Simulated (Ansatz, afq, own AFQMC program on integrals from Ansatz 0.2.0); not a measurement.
**AlHO, singlet → AlHO, triplet**

```xyz
3

Al    0.0000    0.0000    1.4330
O     0.0000    0.0000   -0.2415
H     0.0000    0.0000   -1.1915
```

Connectivity, by distances: Al–OH.

E(triplet, charge +0) − E(singlet, charge +0) at this geometry, on RHF and UHF determinants.

Basis cc-pVDZ. Only valence electrons are correlated. Ansatz 0.2.0 and our own AFQMC program on the same integrals; the CISD trial comes from CCSD amplitudes, and released means the phaseless constraint is let go. Error bars are statistical, one sigma. The errors of all members are added in quadrature.

No full CI on the walks' own integrals is used here; CCSDT(Q) serves as the reference and is uncertain by about the last step of the cluster series. Each member takes its own surest rung, up to full CI.

The best estimate is CCSD(T) at the basis-set limit (CBS: def2-TZVPP and def2-QZVPP, with their diffuse functions for anions and beside diffuse sets, CCSD(T) itself extrapolated) plus the step from CCSD(T) to CCSDT(Q) in cc-pVDZ. Rows without CBS are in cc-pVDZ, the functionals in def2-TZVP; B2PLYP and the wave-function rows carry a basis error of their own. Core correlation and relativity beyond core potentials are missing, and ± holds the sampling alone.

Cautions: AlHO (singlet): the ph-AFQMC/HF walk drifts between its halves (2.2 errors); AlHO (triplet): another spin lies lower; core correlation is missing, and it shifts such a gap most where an s electron is promoted.

Best estimate: 320.1 kJ/mol.

```json
{"level": "HF", "vertical spin gap (kJ/mol)": "243.2", "error against the best estimate (kJ/mol)": "-76.8"}
{"level": "MP2", "vertical spin gap (kJ/mol)": "306.5", "error against the best estimate (kJ/mol)": "-13.6"}
{"level": "CCSD", "vertical spin gap (kJ/mol)": "327.9", "error against the best estimate (kJ/mol)": "7.8"}
{"level": "CCSD(T)", "vertical spin gap (kJ/mol)": "330.7", "error against the best estimate (kJ/mol)": "10.6"}
{"level": "CCSDT", "vertical spin gap (kJ/mol)": "330.8", "error against the best estimate (kJ/mol)": "10.7"}
{"level": "CCSDT(Q)", "vertical spin gap (kJ/mol)": "331.1", "error against the best estimate (kJ/mol)": "11.0"}
{"level": "ph-AFQMC/CISD", "vertical spin gap (kJ/mol)": "330.7 ± 1.8", "error against the best estimate (kJ/mol)": "10.6 ± 1.8"}
{"level": "released AFQMC", "vertical spin gap (kJ/mol)": "331.5 ± 1.9", "error against the best estimate (kJ/mol)": "11.4 ± 1.9"}
{"level": "HF/CBS", "vertical spin gap (kJ/mol)": "226.4", "error against the best estimate (kJ/mol)": "-93.7"}
{"level": "MP2/CBS", "vertical spin gap (kJ/mol)": "303.7", "error against the best estimate (kJ/mol)": "-16.4"}
{"level": "CCSD(T)/CBS", "vertical spin gap (kJ/mol)": "319.7", "error against the best estimate (kJ/mol)": "-0.4"}
{"level": "PBE", "vertical spin gap (kJ/mol)": "317.6", "error against the best estimate (kJ/mol)": "-2.5"}
{"level": "r2SCAN", "vertical spin gap (kJ/mol)": "290.7", "error against the best estimate (kJ/mol)": "-29.3"}
{"level": "PBE0", "vertical spin gap (kJ/mol)": "308.2", "error against the best estimate (kJ/mol)": "-11.9"}
{"level": "B3LYP", "vertical spin gap (kJ/mol)": "331.8", "error against the best estimate (kJ/mol)": "11.7"}
{"level": "wB97M-V", "vertical spin gap (kJ/mol)": "363.5", "error against the best estimate (kJ/mol)": "43.4"}
{"level": "B2PLYP", "vertical spin gap (kJ/mol)": "327.2", "error against the best estimate (kJ/mol)": "7.1"}
```

Correlation beyond CCSD(T) adds 0.4 kJ/mol. Going to the basis-set limit takes off 11.0 kJ/mol at CCSD(T). The perturbative (T) step is worth +2.9 kJ/mol.

Best estimates are given only where the step beyond CCSD(T) is under 0.3 eV and no member's determinant is very poor (T1 over 0.05, or 0.07 for open shells, ⟨S²⟩ too high by 0.3, two states mixed), so the hardest cases are missing from such tables.

The functionals ran in a triple-zeta set and keep a basis error of their own, a few kJ/mol for each bond in atomization energies and more for double hybrids, so close places among them and the extrapolated levels can swap.

CCSDT and higher add their correlation energy to the determinant of the CCSD(T) run, since their own runs factorise the integrals more tightly (a shift of under 2 meV). Each member of a difference takes its own highest rung, so a best estimate needn't equal the limit plus the step of one row. A walk keeps the symmetry of its determinant, which the program's search chose and which needn't be the lowest solution, so a lower state of the same spin and another symmetry isn't excluded. Released energies are given only where the last usable release times agree within the noise; a slower fall can still hide under it.
